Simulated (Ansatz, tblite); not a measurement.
Isomers of MgO$_{2}$⁻ (doublet), found by a short tight-binding search and relaxed with r2SCAN-D4/def2-TZVPD in Ansatz.

The xTB rows come from tblite. LC-ωPBE has ω = 0.4 bohr⁻¹.

Run but left out: HF/def2-TZVPPD, B2PLYP/def2-TZVPD, MP2/def2-TZVPPD, CCSD/def2-TZVPPD, CCSD(T)/def2-TZVPPD (A: ⟨S²⟩ 1.02 to 1.59, where a pure state has 0.75).

A: At r2SCAN-D4/def2-TZVPD the highest occupied level of the charge -1 doublet lies above zero (up to 0.21 eV). By energy differences its removal costs 2.29 eV (vertical, to the charge 0 triplet, at r2SCAN-D4/def2-TZVPD); a positive level beside a positive removal energy at the same level points to self-interaction error. At PBE0-D4/def2-TZVPD the charge -1 doublet is spin-contaminated (final ⟨S²⟩ up to 0.83, 0.75 for a pure state). B: At PBE-D4/def2-TZVPD, r2SCAN-D4/def2-TZVPD, PBE0-D4/def2-TZVPD the highest occupied level of the charge -1 doublet lies above zero (up to 1.40 eV). It is a level of β spin, whose loss leaves a triplet; that state wasn't run at this geometry and level. The electron is either unbound and held by the finite basis, or the level is raised by self-interaction error. At PBE-D4/def2-TZVPD the gap within one spin of the charge -1 doublet nearly closes, so an electron or hole may be smeared out by delocalisation error. It holds 1 O–O bond.

Other spin states were run for one of them alone.

A:

Cartesian coordinates in Å:
```
Mg -0.0001 -0.0032 -0.0009
O 0.5758 0.4405 -1.6871
O -0.5757 -0.4373 1.6880
```

B:

```
atom    x (Å)    y (Å)    z (Å)
 Mg1   0.0436  -0.5029   1.0153
  O2  -0.7437   0.5198  -0.3438
  O3   0.7001  -0.0168  -0.6715
```

Task: Estimate which lies lowest at each level, and how far above it the others are (kJ/mol).

Result: 
```tsv
level	A	B
GFN1-xTB	0.0	42.8
GFN2-xTB	0.0	7.2
PBE-D4/def2-TZVPD	0.0	104.6
r2SCAN-D4/def2-TZVPD	0.0	97.6
PBE0-D4/def2-TZVPD	0.0	77.6
LC-ωPBE/def2-TZVPD	0.0	60.6
```
Point groups (tolerance 0.1 Å): A D∞h, B C2v. Lower isomers may exist.
